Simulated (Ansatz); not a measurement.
The cluster P4, relaxed as a singlet with RKS B3LYP-D4/def2-TZVP in Ansatz, starting from the GFN1-xTB geometry. Force threshold 0.02 eV/Å.

The structure comes from a short search, and lower isomers may exist.

Start:

```xyz
4

P    -1.0015   -0.5468   -0.7143
P     0.1809    1.2769   -0.3853
P     1.1328   -0.6961   -0.2093
P    -0.3122   -0.0341    1.3089
```

| step | energy (eV) | largest force component (eV/Å) | SCF passes |
| --- | --- | --- | --- |
| 1 | -37159.4326 | 0.132 | 13 |
| 2 | -37159.4333 | 0.052 | 19 |
| 3 | -37159.4334 | 0.000 | 12 |

Force components are those of the run's own axes.

End:

```xyz
4

P    -1.004   -0.548   -0.716
P     0.181    1.280   -0.386
P     1.135   -0.698   -0.210
P    -0.313   -0.034    1.312
```

By distances, no bond broke or formed. The bond that changes most is P2–P3, from 2.20 to 2.20 Å (atoms count from 1).

No frequencies were taken in this run, so the end may be a saddle point.

Hardware: 4 threads of Arm Neoverse V1 on a shared host. Wall time 6.5 s.
